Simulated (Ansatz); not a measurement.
**Breaking a bond in C2HS (SMILES [CH]=C=S)**

C2HS has 4 atoms, charge 0, and is taken as a doublet. As SMILES, `[CH]=C=S`. The shape is that of a GFN2-xTB optimisation.

```tsv
atom	x (Å)	y (Å)	z (Å)
C	-0.3327	0.5861	-0.3366
C	0.2030	-0.3701	0.1932
S	0.9122	-1.6461	0.9115
H	-0.7825	1.4302	-0.7681
```

The C1–H4 distance is scanned; the parts on either side stay rigid. Basis STO-3G, 7 core orbitals frozen in the correlated methods; program Ansatz 0.2.0. FCI is exact within this basis and core. Energies in eV from each method's value at 1.049 Å; open shells run as named. The shape above is that at 1.049 Å.

```
distance (Å)  UBLYP  UPBE0  U-r2SCAN0  RPA@PBE  UMP2  UCCSDT(Q)   FCI
       1.049   0.00   0.00       0.00     0.00  0.00       0.00  0.00
       1.312   0.71   0.84       0.90     0.66  0.89       0.72  0.72
       1.574   2.34   2.67       2.78     2.30  3.14       2.37  2.36
       2.623   5.76   6.10       6.03     5.48  5.89       5.73  5.70
```

Departure from the FCI curve at its largest: UBLYP +0.07 eV at 2.62 Å; UPBE0 +0.40 eV at 2.62 Å; U-r2SCAN0 +0.42 eV at 1.57 Å; RPA@PBE -0.22 eV at 2.62 Å; UMP2 +0.78 eV at 1.57 Å; UCCSDT(Q) +0.04 eV at 2.62 Å. For the functionals part of the departure is owed to the small basis.
